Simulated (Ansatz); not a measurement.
Write a Python script for the Python package of Ansatz (0.2.0) that makes a single point in a Gaussian basis of B₂H₅P, SMILES BPB. Settings: PBE, def2-TZVP basis, multiplicity 1, D4 dispersion.

```yaml
atoms:
  - { symbol: B, position_ang: [1.4059, 0.2344, 0.2445] }
  - { symbol: P, position_ang: [-0.1223, -0.8103, 0.7941] }
  - { symbol: B, position_ang: [-1.4089, 0.2618, -0.1668] }
  - { symbol: H, position_ang: [2.4792, -0.2574, 0.2739] }
  - { symbol: H, position_ang: [1.3254, 1.4121, 0.1900] }
  - { symbol: H, position_ang: [0.0205, -1.7669, -0.2898] }
  - { symbol: H, position_ang: [-1.1798, 0.6046, -1.2742] }
  - { symbol: H, position_ang: [-2.5202, 0.3216, 0.2283] }
```

The script, `run_energy.py`:
```python
# -*- coding: utf-8 -*-
'''Electronic structure of the B2H5P molecule.'''

from pathlib import Path
import json

import ansatz as az

geometry_ang = [
    ('B', (1.4059, 0.2344, 0.2445)),
    ('P', (-0.1223, -0.8103, 0.7941)),
    ('B', (-1.4089, 0.2618, -0.1668)),
    ('H', (2.4792, -0.2574, 0.2739)),
    ('H', (1.3254, 1.4121, 0.19)),
    ('H', (0.0205, -1.7669, -0.2898)),
    ('H', (-1.1798, 0.6046, -1.2742)),
    ('H', (-2.5202, 0.3216, 0.2283)),
]
geometry = az.Crystal.molecule()
for symbol, xyz in geometry_ang:
    geometry = geometry.atom(symbol, xyz)

model = geometry.calculation().basis(gaussian='def2-TZVP').functional('pbe', dispersion='d4').orbitals()
out = model.run(threads=1, pin='off', runs_dir='runs')
data = out.report

for key in ('converged', 'free_energy_ev', 'reference_energy_ev', 'n_frozen', 'n_occupied', 'n_virtual'):
    print(f'{key:22s} {data[key]}')

lines = Path(data['orbitals_path']).read_text().splitlines()
field_of = lambda key: [line.split('=')[1].strip() for line in lines if line.startswith(key)]
orbitals = [(27.211386 * float(e), s, float(n)) for e, s, n in zip(field_of('Ene='), field_of('Spin='), field_of('Occup='))]
homo = max(e for e, _, n in orbitals if n > 0.5)
lumo = min(e for e, _, n in orbitals if n < 0.5)
for e, spin, n in sorted(orbitals):
    if homo - 10 < e < lumo + 5:
        print(f'{spin:6s} {e:10.3f} eV  occupation {n:.0f}')
with open('b2h5p.json', 'w') as handle:
    json.dump({k: data[k] for k in ('free_energy_ev', 'reference_energy_ev', 'n_occupied', 'n_virtual')}, handle, indent=1)
```

Output of `python run_energy.py`:
```text
converged              True
free_energy_ev         -10714.690997227712
reference_energy_ev    -10714.556786657224
n_frozen               0
n_occupied             [15, 15]
n_virtual              [114, 114]
Alpha     -16.135 eV  occupation 2
Alpha     -12.377 eV  occupation 2
Alpha     -11.696 eV  occupation 2
Alpha      -9.381 eV  occupation 2
Alpha      -9.083 eV  occupation 2
Alpha      -8.290 eV  occupation 2
Alpha      -7.302 eV  occupation 2
Alpha      -6.362 eV  occupation 2
Alpha      -3.423 eV  occupation 0
Alpha      -2.899 eV  occupation 0
Alpha      -0.237 eV  occupation 0
Alpha       0.675 eV  occupation 0
Alpha       1.113 eV  occupation 0
```

File `b2h5p.json` afterwards:
```json
{
 "free_energy_ev": -10714.690997227712,
 "reference_energy_ev": -10714.556786657224,
 "n_occupied": [
  15,
  15
 ],
 "n_virtual": [
  114,
  114
 ]
}
```

Notes:
- The settings weren't tested for convergence.
- The geometry is a force-field or estimated start, not a minimum of this method, and the basis set is short of its limit.
- Alpha marks a spatial orbital of a restricted run, filled by both spins.
- Total less reference energy is the dispersion correction.
- Levels such as HOMO and LUMO are orbital energies: with these approximate functionals they aren't the ionisation energy and electron affinity, and their gap isn't the fundamental gap.
- The whole script took 2.5 s on 1 thread of Arm Neoverse V2, on a shared host, peak memory 0.19 GiB.

(A comment or docstring line of the script was reworded after the run, the code is as it ran; lines on the test bed's own set-up are left out of the output.)
